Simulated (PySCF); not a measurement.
## propylene: adiabatic energies of losing or gaining an electron at several levels

Structure: `C=CC` (C3H6).

All levels share the PBE0-D3(BJ)/ma-def2-SVP structures and the PBE0-D3(BJ)/ma-def2-SVP thermal terms; only the single-point energies (PySCF) change. Values are adiabatic energies of losing or gaining an electron (0 K, eV).

Measured (NIST Chemistry WebBook): adiabatic ionisation energy 9.73 eV.

```
                             level  ionisation energy to the radical cation   time
                   HF/ma-def2-TZVP                                     8.13    5 s
                PBE0-D3(BJ)/6-31G*                                     9.22  6.6 s
                 PBE0-D3(BJ)/6-31G                                     9.27  5.1 s
               PBE0-D3(BJ)/cc-pVDZ                                     9.29  8.2 s
          PBE0-D3(BJ)/ma-def2-TZVP                                     9.37      –
     CAM-B3LYP-D3(BJ)/ma-def2-TZVP                                     9.48   25 s
         ωB97X-D3(BJ)/ma-def2-TZVP                                     9.51   26 s
ωB97M-D3(BJ)/ma-def2-TZVP (grid 3)                                     9.52   67 s
```

Times are wall times for all single points of a level on 1 thread of Arm Neoverse V1, a shared host; the dash marks the run that also made the structures.

Hartree-Fock leaves out electron correlation, so its ionisation energies and electron affinities from energy differences come out too low, often by 1 eV or more.

The spread: 1.39 eV, from 8.13 to 9.52.
